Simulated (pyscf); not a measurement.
PySCF, gas phase, ωB97X-D3(BJ)/def2-SVP geometries.

**Question.** What is the homolytic dissociation enthalpy (298 K, ωB97M-D3(BJ)/def2-TZVP) of the H–Si bond of H₃C–SiH(SiH₃)–SiH₃, to H₃C–Si•(SiH₃)–SiH₃ + H•?

**Answer.** H–Si to H₃C–Si•(SiH₃)–SiH₃ + H•: 3.79 eV. The 7 functionals that were run give +3.52 (PBE) to +3.79 eV (ωB97M-D3(BJ)). Other isomers of H₃C–Si•(SiH₃)–SiH₃ were not searched in full and may lie lower.
